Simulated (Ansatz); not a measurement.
# CH6B (doublet): the correlation ladder at distance C1–H5 along a hydrogen transfer = 1.559 Å, cc-pVDZ

Aim: climb from Hartree-Fock through coupled cluster and multireference methods for CH6B (doublet) at one geometry and basis, and see what each rung misses.

The runs use Ansatz 0.2.0, Gaussian basis; cc-pVDZ, core rule «outside noble gas», up to 2 orbitals frozen.

To be run: UHF; CCSD(T) on ROHF; CCSD(T) on UHF; BCCD(T) on ROHF; CISD; CCSDT(Q) on ROHF; CCSDT(Q) on UHF; CASSCF and MRCISD+Q, 3 electrons in 3 orbitals; CASSCF and NEVPT2, 3 electrons in 3 orbitals; CASSCF and MRCISD+Q, 9 electrons in 9 orbitals; CASSCF and NEVPT2, 9 electrons in 9 orbitals.

### Step 1. The system

The geometry derives from fragments relaxed apart (PBE0/def2-TZVP) and kept rigid, so it is no stationary point. A hydrogen atom is moved between rigid fragments.

8 atoms, charge 0, spin multiplicity 2.

Atoms are counted from 1 here; the program's logs count them from 0.

Bond lengths: C1–H2 1.090 Å, C1–H3 1.090 Å, C1–H4 1.090 Å, H5–B6 1.358 Å, B6–H7 1.191 Å, B6–H8 1.191 Å. Angles: H2–C1–H3 109.5°, H2–C1–H4 109.5°, H3–C1–H4 109.5°, H5–B6–H7 115.3°, H5–B6–H8 115.3°, H7–B6–H8 129.4°.

### Step 2. UHF

Input file in.yaml:

```yaml
crystal:
  periodic: [false, false, false]
  atoms:
    - {symbol: C, position_ang: [-1.347982, 0.000000, 0.000000]}
    - {symbol: H, position_ang: [-1.711188, 1.027300, 0.000000]}
    - {symbol: H, position_ang: [-1.711188, -0.513651, 0.889668]}
    - {symbol: H, position_ang: [-1.711187, -0.513650, -0.889669]}
    - {symbol: H, position_ang: [0.211018, 0.000000, 0.000000]}
    - {symbol: B, position_ang: [1.569018, 0.000000, 0.000000]}
    - {symbol: H, position_ang: [2.078091, 0.000000, 1.077009]}
    - {symbol: H, position_ang: [2.078092, 0.000000, -1.077008]}
basis:
  gaussian: {orbitals: cc-pVDZ}
magnetization: {spin_polarized: true, initial_magnetization: 1}
hamiltonian: {xc: hf}
output: {orbitals: {seedname: orbitals}}
```

The run is started by

```
$ ansatz run in.yaml --threads 1 --pin off --events-out ev --progress --plain --max-ram 2816MiB --backend cpu
```

After this run come: CCSD(T) on ROHF; CCSD(T) on UHF; BCCD(T) on ROHF; CISD; CCSDT(Q) on ROHF; CCSDT(Q) on UHF; CASSCF and MRCISD+Q, 3 electrons in 3 orbitals; CASSCF and NEVPT2, 3 electrons in 3 orbitals; CASSCF and MRCISD+Q, 9 electrons in 9 orbitals; CASSCF and NEVPT2, 9 electrons in 9 orbitals.

Before running them: what should the planned runs give, taken together? Wanted: UCCSDT(Q) below the RHF energy; RMP2 from UCCSDT(Q); UMP2 from UCCSDT(Q); RCCSD from UCCSDT(Q); RCCSD(T) from UCCSDT(Q); UCCSD(T) from UCCSDT(Q); RCCSDT(Q) from UCCSDT(Q); NEVPT2 pair from UCCSDT(Q); MRCISD+Q pair from UCCSDT(Q).

As calculated:

```
                         quantity                                                                      value
   UCCSDT(Q) below the RHF energy                                                                 -8.0013 eV
              RMP2 from UCCSDT(Q)                                                                +1440.0 meV
              UMP2 from UCCSDT(Q)                                                                +1457.9 meV
             RCCSD from UCCSDT(Q)                                                                 +197.4 meV
          RCCSD(T) from UCCSDT(Q)                                                                  +32.6 meV
          UCCSD(T) from UCCSDT(Q)                                                                  +33.6 meV
         RCCSDT(Q) from UCCSDT(Q)                                                                   +0.4 meV
       NEVPT2 pair from UCCSDT(Q)                                                                +1409.0 meV
     MRCISD+Q pair from UCCSDT(Q)                                                                  +79.8 meV
   NEVPT2 frontier from UCCSDT(Q)                                                                +1354.4 meV
levels within 1 kcal/mol (43 meV)  RCCSD(T), UCCSD(T), BCCD(T), RCCSDT, UCCSDT, RCCSDT(Q), MRCISD+Q frontier
                    T1 diagnostic                                                                      0.021
```

In words: RCCSD(T) lands +32.6 meV from the yardstick (0.4 % of the correlation energy). Of the multireference levels listed MRCISD+Q frontier comes nearest in total energy (+24.2 meV), which doesn't show that its space is the better one. These misses are within one basis, not against nature; the frozen cores of restricted and unrestricted runs differ, which can shift their rows.
